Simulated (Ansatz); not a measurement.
Rhombohedral A7 Sb

The numbers are results of r²SCAN (plane waves, PAW; Ansatz, a first-principles code), not measurements.

Settings: plane-wave cutoff 500 eV, 12×12×12 k mesh, Fermi–Dirac smearing 0.05 eV, scalar-relativistic PAW data made under PBE.

Cell (relaxed at this level):

Sb is taken in the trigonal space group R-3m, hexagonal axes (No. 166), Pearson symbol hR2. Cell: a = 4.3411 Å, b = 4.3411 Å, c = 11.6077 Å, α = 90.00°, β = 90.00°, γ = 120.00°. Sb on 6c is coordinated by 3 Sb at 2.922 Å and 3 Sb at 3.447 Å (octahedral). (Neighbours: up to the widest gap in distance over summed covalent radii, below 1.35, at either atom.)
(The calculation used a cell of 2 atoms; values per cell refer to that cell.)

```yaml
equilibrium_volume_per_atom: 31.57 Å³/atom
lattice_parameter_a: 4.341 Å
c axis length: 11.608 Å
```

Measured, for comparison: lattice constant a 4.301 Å, lattice parameter c 11.232 Å (78 K, zero-point motion not removed; as tabulated in Schiferl, Barrett, J. Appl. Cryst. 2, 30 (1969), COD 9009654). Computed (rounded) less measured: lattice constant a +0.9 %, lattice parameter c +3.3 %.

Note: the cell comes from a level without a dispersion term, which matters for the spacing of layers, chains or molecules.

Spin–orbit coupling is not included.

The computed numbers hold no vibrational or temperature effects.
